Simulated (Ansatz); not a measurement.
This script drives Ansatz 0.2.0 through its Python package.

Script `composite.py`:
```python
"""A composite energy for CH4SSi: DFT geometry, MP2 basis limit, coupled-cluster correction."""

import itertools

import ansatz as az
from ase.data import atomic_numbers, covalent_radii
import numpy as np

ch4ssi = (
    az.Crystal.molecule()
    .atom("C", (-0.8138, 0.6434, -0.3067))
    .atom("S", (-0.1313, -0.3543, 0.9605))
    .atom("Si", (1.6287, -1.1128, 0.0323))
    .atom("H", (-1.7157, 1.136, 0.0578))
    .atom("H", (-0.1826, 1.4947, -0.6102))
    .atom("H", (-1.0985, 0.1139, -1.2098))
    .atom("H", (2.3744, -1.9888, 1.0304))
)

base = ch4ssi.calculation()
base = base.basis(gaussian="def2-SVP")
base = base.functional("r2SCAN")
symbols = [site.symbol for site in ch4ssi.cartesian_sites]
start = np.array([site.position_ang for site in ch4ssi.cartesian_sites], dtype=float)
data = base.relax(force_tolerance=0.01).run().report
end = np.array(data["positions_ang"])
# pairs closer than 1.2 times the sum of covalent radii, before or after
radius = [covalent_radii[atomic_numbers[s]] for s in symbols]
span = lambda where, i, j: np.linalg.norm(where[i] - where[j])
bonded = [(i, j) for i, j in itertools.combinations(range(len(symbols)), 2) if min(span(start, i, j), span(end, i, j)) < 1.2 * (radius[i] + radius[j])]
print("pair        before    after (A)")
for i, j in bonded:
    print(f"{symbols[i]}{i}-{symbols[j]}{j}".ljust(10), f"{span(start, i, j):8.4f} {span(end, i, j):8.4f}")

minimum = az.Crystal.molecule()
for symbol, place in zip(symbols, end):
    minimum = minimum.atom(symbol, place.tolist())
at_minimum = minimum.calculation()
# MP2 extrapolated to the basis limit, plus the small-basis difference CCSD(T) - MP2
level = lambda method, basis: at_minimum.basis(gaussian=basis).correlation(method).run().report
small, large, cluster = level("mp2", "cc-pVDZ"), level("mp2", "cc-pVTZ"), level("ccsd_t", "cc-pVDZ")
corr = lambda each: (each["free_energy_ev"] - each["reference_energy_ev"]) / 27.211386246
mp2_limit = (27 * corr(large) - 8 * corr(small)) / 19
pieces = {"HF / cc-pVTZ": large["reference_energy_ev"] / 27.211386246, "MP2 correlation, DZ-TZ limit": mp2_limit, "CCSD(T) - MP2 / cc-pVDZ": corr(cluster) - corr(small)}
for name, value in pieces.items():
    print(f"{name:32s} {value:14.6f} Ha")
print(f"{'sum':32s} {sum(pieces.values()):14.6f} Ha")
print("T1 diagnostic", round(cluster["correlation"]["coupled_cluster"]["t1_diagnostic"], 4))
```

It is started by `python composite.py`. How long does it take on 1 thread of Arm Neoverse V1, with other jobs on the host, and how much memory does it need?

It took about 34 s, with a peak of 0.32 GiB, for 4 runs of the engine.

```console
$ python composite.py
pair        before    after (A)
C0-S1        1.7513   1.8337
C0-H3        1.0904   1.0988
C0-H4        1.1024   1.0985
C0-H5        1.0849   1.0985
S1-Si2       2.1294   2.1190
Si2-H6       1.5230   1.5312
HF / cc-pVTZ                        -726.682523 Ha
MP2 correlation, DZ-TZ limit          -0.498482 Ha
CCSD(T) - MP2 / cc-pVDZ               -0.061211 Ha
sum                                 -727.242215 Ha
T1 diagnostic 0.017
```

Total energies depend on the basis set; only differences at equal settings carry meaning. The sum leaves out core correlation, relativity, the Hartree-Fock basis error and zero-point energy; a DZ-TZ extrapolation is rough. Inner cores stay frozen, so this is valence correlation. For Al to Cl the sets with a tight d function, cc-pV(X+d)Z, are usual. An extrapolation from small basis sets is rough.
